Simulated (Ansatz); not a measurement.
# A basis-limit estimate, worked out

An elementary step of C$_{2}$H$_{8}$N, doublet (CH₅N ([CH3][NH2]) + CH₃ → CH₄N ([CH2][NH2]) + CH₄; H–C broken or loosened, H–C formed or tightened). “Start” and “end” are the PBE0-D4/def2-TZVP structures reached by relaxing down either side of its saddle point, with the molecules still in contact.

Computed with Ansatz 0.2.0 (basis: def2-TZVPP and def2-QZVPP); correlated methods freeze the cores; orbitals are unrestricted.

Energies in eV:

| quantity | end | start |
| --- | --- | --- |
| Hartree–Fock, triple zeta (X = 3) | -3669.40409 | -3669.03746 |
| Hartree–Fock, quadruple zeta (X = 4) | -3669.59817 | -3669.23169 |
| MP2 correlation, X = 3 | -15.48218 | -15.34335 |
| MP2 correlation, X = 4 | -16.51150 | -16.36645 |
| CCSD(T) correlation, X = 3 | -17.24137 | -17.10155 |

Problem. Work out the step energy at the basis limit: extrapolate Hartree–Fock as E(X) = E∞ + A exp(−7.88 √X) and the MP2 correlation as E(X) = E∞ + B X^−2.97 (the exponents that Neese and Valeev fitted for def2-TZVPP and QZVPP), then add CCSD(T) − MP2 in triple zeta.

Solution. Each step is linear, so take the differences first (end − start): Hartree–Fock -0.36663 (X = 3) and -0.36648 (X = 4); MP2 correlation -0.13883 and -0.14505; CCSD(T) correlation -0.13982.
Two points give E∞ = E(4) + w [E(4) − E(3)], with w = 1/(exp(7.88 (2 − √3)) − 1) = 0.1377 for Hartree–Fock and w = 1/((4/3)^2.97 − 1) = 0.7407 for the correlation.
Hartree–Fock: -0.36648 + 0.1377 × 0.00015 = -0.3665 eV.
MP2 correlation: -0.14505 + 0.7407 × (-0.00622) = -0.1497 eV.
CCSD(T) − MP2: -0.13982 − (-0.13883) = -0.0010 eV.
Sum: -0.3665 + (-0.1497) + (-0.0010) = -0.5172 eV, or -11.93 kcal/mol. Plain CCSD(T) in triple zeta gives -0.5065 eV, so the larger basis shifts the result by -0.0107 eV.

No T1 diagnostic of these runs exceeds 0.016. ⟨S²⟩ of the unrestricted Hartree–Fock references: 0.76 to 0.79 (a pure state has 0.75).

Labels in which every atom is bracketed show which atoms are joined, not bond orders.

For scale, one of the runs: CCSD(T)/def2-TZVPP, 205 basis functions (an equivalent command: `ansatz run in.yaml --threads 4`). Time: 2.5 min of wall clock on 4 CPU threads; the host was shared. Peak host memory: 7.3 GiB.
